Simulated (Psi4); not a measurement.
# NaF (SMILES [F][Na]): MP2/cc-pCVDZ (density fitting, density fitting for correlation, sweep point 2)

Aim: a structure relaxation of NaF. 

The results are computed with Psi4 1.11.

5 further runs of the same task are left out: 5 set aside as unsound or not needed.

## 1. The structure to begin with

NaF: 2 atoms, total charge 0, spin state singlet. SMILES: `[F][Na]`. Geometry: relaxed at PBE0-D4/def2-TZVP. The run starts from this shape.

Bond lengths: F1–Na2 1.922 Å.

## 2. A structure relaxation at MP2/cc-pCVDZ (density fitting, density fitting for correlation, sweep point 2)

The input, job.in:

```
memory 1600 MB

molecule {
  0 1
  F     -1.51952878     0.45372324    -0.79822032
  Na     1.57527570    -0.56748476     0.80596819
  units au
  symmetry c1
}

set {
  basis           cc-pCVDZ
  puream          true
  scf_type        df
  num_frozen_docc 0
  g_convergence   gau_tight
  geom_maxiter    50
}

result = optimize("mp2")
```

Run with:

```
$ psi4 -n 1 job.in job.out
```

Q: Predict the results. Wanted: total energy at the end; correlation energy; bond length.

**Answer.** As computed:

At MP2/cc-pCVDZ (density fitting, density fitting for correlation, sweep point 2):

| quantity | value |
| --- | --- |
| total energy at the end | -261.76448 Eh |
| correlation energy | -435.1 mEh |
| bond length | 1.911 Å |

At the final geometry: Bond lengths: F1–Na2 1.911 Å. The optimisation took 4 steps and changed the energy by -0.001 eV.
